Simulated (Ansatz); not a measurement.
C$_{3}$H$_{3}$FO, SMILES `OCC#CF`, 8 atoms. The species carries charge 0 and has multiplicity 1. All runs use 2 threads of an Arm Neoverse V2 on a shared host. Correlated methods freeze the cores.

How many basis functions does each run have, and how long does it take in Ansatz? RHF-CCSD(T)/def2-TZVPP energy; RKS PBE0-D4/def2-TZVP frequencies; RKS HSE06 (plane-wave form)-D4/def2-TZVPP energy; RHF-CCSD(T)/def2-SVP energy; RKS ωB97M-V/def2-QZVPP energy; RKS PBE0-D4/def2-QZVPP energy; RKS ωB97M-V/def2-SVP energy; RKS PBE0-D4/def2-SVP energy; direct RPA on PBE orbitals/def2-TZVPP energy; RKS PBE0-D4/def2-TZVP relaxation (9 steps); RHF-MP2/def2-QZVPP energy; RKS ωB97X-V/def2-TZVPP energy. (An estimate is asked.)

The calculation gave: Other jobs shared the machine, so times are rough.

```csv
level,job,functions,wall time,peak host memory (GiB)
RKS PBE0-D4/def2-SVP,energy,85,1.1 s,0.4
RKS HSE06 (plane-wave form)-D4/def2-TZVPP,energy,197,3.1 s,0.4
RKS ωB97M-V/def2-SVP,energy,85,4.1 s,0.4
RHF-CCSD(T)/def2-SVP,energy,85,4.2 s,0.4
direct RPA on PBE orbitals/def2-TZVPP,energy,197,5.5 s,0.4
RKS PBE0-D4/def2-QZVPP,energy,375,7 s,0.84
RKS ωB97X-V/def2-TZVPP,energy,197,7.5 s,0.46
RKS ωB97M-V/def2-QZVPP,energy,375,17 s,1
RHF-MP2/def2-QZVPP,energy,375,19 s,1.6
RKS PBE0-D4/def2-TZVP,relaxation (9 steps),173,24 s,0.33
RHF-CCSD(T)/def2-TZVPP,energy,197,100 s,2.6
RKS PBE0-D4/def2-TZVP,frequencies,173,110 s,0.4
```
